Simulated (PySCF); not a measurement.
Geometry:
```json
{"atom": "F1", "x (Å)": "-0.701", "y (Å)": "0.328", "z (Å)": "-0.112"}
{"atom": "Cl2", "x (Å)": "0.745", "y (Å)": "-0.418", "z (Å)": "0.118"}
```

Geometry: PBE0-D3(BJ)/def2-SVP; GIAO absolute shieldings from PySCF 2.14, gas phase, non-relativistic, averaged over equivalent atoms.

At PBE0/pcSseg-1 (41 basis functions, 1.3 s wall time on 1 thread of an INTEL XEON PLATINUM 8581C, shared host):
```json
{"atoms": "F1", "σ (ppm)": "647.8"}
{"atoms": "Cl2", "σ (ppm)": "-541.5"}
```

Question: Estimate the result of repeating the calculation with mPW1PW91/pcSseg-2.

Answer: 
```
atoms  σ at mPW1PW91/pcSseg-2  change
   F1                   657.9   +10.1
  Cl2                  -593.8   -52.3
```

The largest change is at Cl2 (chlorine bonded to F). Cost: 79 basis functions, 0.98 s wall time on 1 thread of an INTEL XEON PLATINUM 8581C, shared host.
